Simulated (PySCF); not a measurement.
Screening by computed properties: pick the candidate that meets the target.

Species are written as SMILES; each is one conformer at its optimised geometry, gas phase, non-relativistic unless stated. Electronic properties by PySCF.

Dipoles, sizes and rotational constants follow the conformer. The torsions of the flexible species, by atom-mapped SMILES:
- `[F:1][CH:2]([F:3])[C@@H:4]1[CH2:5][NH:6]1`: F1–C2–C4–C5 -88°
- `[NH2:1][OH:2]`: H–N1–O2–H -125°
- `[CH3:1][CH2:2][CH2:3][c:4]1[cH:5][cH:6][cH:7][n:8][cH:9]1`: C1–C2–C3–C4 180°, C2–C3–C4–C5 87°
- `[CH2:1]=[CH:2][CH2:3][C:4]#[C:5][CH2:6][C:7]([CH3:8])=[O:9]`: C1–C2–C3–C4 121°, C5–C6–C7–C8 -28°

(1) Wanted: electronic spatial extent ⟨r²⟩ about the centre of nuclear charge below 300 bohr² (PBE0/def2-SVPD) and static isotropic polarisability below 60 au (PBE0/def2-SVPD), at PBE0-D3(BJ)/def2-SVP geometries. Which candidate meets both?
A. `FC(F)[C@@H]1CN1` (C3H5F2N)
B. `CCCc1cccnc1` (C8H11N)
C. `NO` (H3NO)
D. `[Br][Al]([Br])[Br]` (AlBr3)
E. `Fc1ccc(F)c(F)c1` (C6H3F3)

(2) Wanted: dipole moment below 2.6 D (PBE0/def2-SVPD) and HOMO–LUMO gap below 6.44 eV (PBE0/def2-SVPD), at PBE0-D3(BJ)/def2-SVP geometries. Which candidate meets both?
A. `CCCc1cccnc1`
B. `Fc1ccc(F)c(F)c1`
C. `[Br][Al]([Br])[Br]`
D. `FC(F)[C@@H]1CN1`

(3) Wanted: HOMO energy between -7.7 eV and -7.5 eV (PBE0/def2-SVPD) and lowest singlet excitation above 6 eV (TDDFT PBE0/def2-SVPD), at PBE0-D3(BJ)/def2-SVP geometries. Which candidate meets both?
A. `C=CCC#CCC(C)=O` (C8H10O)
B. `NO` (H3NO)
C. `Fc1ccc(F)c(F)c1` (C6H3F3)
D. `FC(F)[C@@H]1CN1` (C3H5F2N)
E. `CCCc1cccnc1` (C8H11N)
F. `[Br][Al]([Br])[Br]` (AlBr3)

Results:

(1) C. Computed values:
```csv
species,electronic spatial extent ⟨r²⟩ about the centre of nuclear charge,static isotropic polarisability
NO (H3NO),73 bohr²,17.8 au
FC(F)[C@@H]1CN1 (C3H5F2N),561 bohr²,44.8 au
Fc1ccc(F)c(F)c1 (C6H3F3),1108 bohr²,68.3 au
CCCc1cccnc1 (C8H11N),1529 bohr²,100.5 au
[Br][Al]([Br])[Br] (AlBr3),2016 bohr²,87.5 au
```

(2) B. Computed values:
```
           species  dipole moment  HOMO–LUMO gap
[Br][Al]([Br])[Br]         0.05 D        6.93 eV
   Fc1ccc(F)c(F)c1         1.42 D        6.38 eV
       CCCc1cccnc1         2.53 D        6.49 eV
   FC(F)[C@@H]1CN1         2.76 D        8.47 eV
```

(3) B. Computed values:
| species | HOMO energy | lowest singlet excitation |
| --- | --- | --- |
| [Br][Al]([Br])[Br] (AlBr3) | -8.66 eV | 5.67 eV |
| FC(F)[C@@H]1CN1 (C3H5F2N) | -7.89 eV | 7.03 eV |
| NO (H3NO) | -7.55 eV | 6.79 eV |
| Fc1ccc(F)c(F)c1 (C6H3F3) | -7.39 eV | 5.28 eV |
| CCCc1cccnc1 (C8H11N) | -7.27 eV | 4.81 eV |
| C=CCC#CCC(C)=O (C8H10O) | -7.13 eV | 4.43 eV |
